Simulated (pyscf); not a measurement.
A first-order saddle from PySCF, ωB97X-D3(BJ)/def2-SVP:

```
Al
H 1 1.5728
H 1 1.6247 2 126.76
H 1 1.6444 2 125.05 3 141.01
P 4 2.2193 1 72.10 2 144.86
H 5 1.4333 4 130.70 1 53.41
```
Charge 0, spin multiplicity 1.

Surface: singlet, charge 0. Lowest wavenumbers (cm⁻¹): 1065i, 240, 408, 633, 668.

Task: What reaction is this the transition state of?

Result: H₂Al–PH₂ ⇌ H₂Al–PH₂, a concerted two-bond exchange read from left to right: H–P, Al–H broken and H–P, Al–H formed. At CCSD(T)/def2-TZVPP + ΔMP2(QZVPP) it lies +301.3 kJ/mol from the left side and +301.3 kJ/mol from the right (each side as separated species at their lowest minima found). The same reactants have a lower exit, to PH₃ + AlH [singlet] (barrier +247.2 kJ/mol at ωB97M-D3(BJ), against +294.2 kJ/mol here). One saddle was located; it need not be the lowest between these sides. A restricted solution here is unstable towards spin polarisation, so biradical character is likely and single-reference numbers are less safe. The CCSD(T) − MP2 part came from Ansatz, without density fitting, on the same reference.
